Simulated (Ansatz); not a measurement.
**CHAlS (singlet): wave-function methods side by side at distance Al2–S3 = 3.682 Å, cc-pVDZ**

One table from this session's results is given with a row withheld; the runs are named, their logs left out.

Computed with Ansatz 0.2.0, Gaussian basis. Level: cc-pVDZ, core rule «outside noble gas», up to 11 orbitals frozen.

Plan: UHF; CCSD(T) on RHF; CCSD(T) on UHF; BCCD(T) on RHF; CISD; CCSDT(Q) on UHF; CASSCF and MRCISD+Q, 2 electrons in 2 orbitals; CASSCF and NEVPT2, 2 electrons in 2 orbitals; CASSCF and MRCISD+Q, 8 electrons in 8 orbitals; CASSCF and NEVPT2, 8 electrons in 8 orbitals.

45 further runs of the same task are left out: 4 for a mislabelled method, 37 that didn't finish, 4 set aside as unsound or not needed.

## The geometry

The geometry derives from a PBE0/def2-TZVP stationary point (not a proven minimum). One bond is set to the value named and the two fragments are kept rigid.

4 atoms, charge 0, spin multiplicity 1.

Atoms are counted from 1 here; the program's logs count them from 0.

Bond lengths: C1–Al2 1.949 Å, C1–H4 1.103 Å. Angles: Al2–C1–H4 115.3°.

As a file:

```xyz
4
CHAlS
C     0.0000   -0.3301    1.7291
Al    0.0001   -0.0404   -0.1978
S     0.0000   -0.2154   -3.8757
H     0.0000    0.5859    2.3444
```

The first run:

in.yaml reads:

```yaml
crystal:
  periodic: [false, false, false]
  atoms:
    - {symbol: C, position_ang: [0.000010, -0.330084, 1.729085]}
    - {symbol: Al, position_ang: [0.000054, -0.040367, -0.197819]}
    - {symbol: S, position_ang: [-0.000017, -0.215436, -3.875654]}
    - {symbol: H, position_ang: [-0.000047, 0.585888, 2.344388]}
basis:
  gaussian: {orbitals: cc-pVDZ}
magnetization: {spin_polarized: true, initial_magnetization: 0}
hamiltonian: {xc: hf}
output: {orbitals: {seedname: orbitals}}
```

Command:

```console
$ ansatz run in.yaml --threads 1 --pin off --events-out ev --progress --plain --max-ram 2393MiB
```

Steps of the session up to this table: UHF; CCSD(T) on RHF; CCSD(T) on UHF; BCCD(T) on RHF; CISD; CCSDT(Q) on UHF; CASSCF and MRCISD+Q, 2 electrons in 2 orbitals; CASSCF and NEVPT2, 2 electrons in 2 orbitals; CASSCF and MRCISD+Q, 8 electrons in 8 orbitals; CASSCF and NEVPT2, 8 electrons in 8 orbitals.

One table of the session follows, with a row left open; its other results are not shown here.

```
   method  from UCCSDT(Q) (meV)
      UHF               +7503.4
     RMP2               +5045.3
     UMP2                     ?
     CISD               +4009.9
    RCCSD               +3008.0
    UCCSD                +262.6
 RCCSD(T)               +2313.1
 UCCSD(T)                 +83.1
  BCCD(T)               +2385.0
   UCCSDT                 +19.6
UCCSDT(Q)                     0
```

Q: Estimate the row for UMP2 from the others.

**Answer.** from UCCSDT(Q) (meV): +1748.0. In the column «from UCCSDT(Q) (meV)» it lies between UCCSD (+262.6) and RCCSD(T) (+2313.1).

Left out of the table: CASSCF pair, NEVPT2 pair, MRCISD pair, MRCISD+Q pair, CASSCF frontier, NEVPT2 frontier, MRCISD frontier, MRCISD+Q frontier (the active space lost an orbital or holds another state than full CI finds).

To keep in mind: The determinant is far from a pure spin state, so its energy mixes those of several spin states (harmless only where they are near-degenerate, as at dissociation). Left out of the table: RHF (another determinant or state than the rows shown). The program flags RCCSD(T), BCCD(T) as in doubt, so those rows may rest on another solution; read them beside their warnings. Warnings: restricted reference is unstable; spin contamination; coupled cluster took another determinant than the lowest; large T1 diagnostic. Restricted and unrestricted rows rest on different reference determinants; where their highest levels disagree by more than a few hundredths of an eV, they describe different states and don't form one ladder. Warnings in the runs' records: passed over end.
